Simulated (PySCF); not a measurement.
LiF and its ions

RHF; basis Li cc-pVDZ, F cc-pVDZ; no relativity; PySCF 2.14. Neutral (RHF): singlet (closed shell), Re = 1.579 Å, ωe = 998 cm⁻¹, De = 3.75 eV, HOMO -12.61 eV, LUMO -0.09 eV.

LiF⁺ (UHF): doublet (π ↑), Re = 2.110 Å, ωe = 267 cm⁻¹, De = 0.32 eV to Li⁺ + F. The energies at the minima are -106.94561 hartree for LiF and -106.62317 for LiF⁺.

Task: Work out the adiabatic ionisation energy, without and with harmonic zero-point energies (1 hartree = 27.2114 eV, 1 eV = 8065.5 cm⁻¹), and the change of the bond length.

Result: At HF: 0.32244 hartree = 8.774 eV between the minima; the zero-point term (267.0 − 998.0)/2 cm⁻¹ = -0.045 eV makes it 8.729 eV. Re changes by +53.1 pm against the neutral. Minus the HOMO energy is 12.61 eV, +3.84 eV from the value between the minima; Hartree–Fock orbital energies leave out relaxation and correlation. The electron leaves a π orbital, and the ion is left as a loose complex of an ion and an atom.

For an ion De counts to the pair picked by the measured ionisation energies or electron affinities, which need not be the lowest pair at this level. Where the molecule has an RHF reference, its open-shell atoms are computed with UHF. Hartree–Fock leaves out correlation, which carries a large part of most bond energies and some tenths to 1 eV of ionisation energies. States were picked by a PBE0 search and need not be the measured ground states.

Neutral and ion stand on different kinds of reference determinant, which adds to the error of the difference.
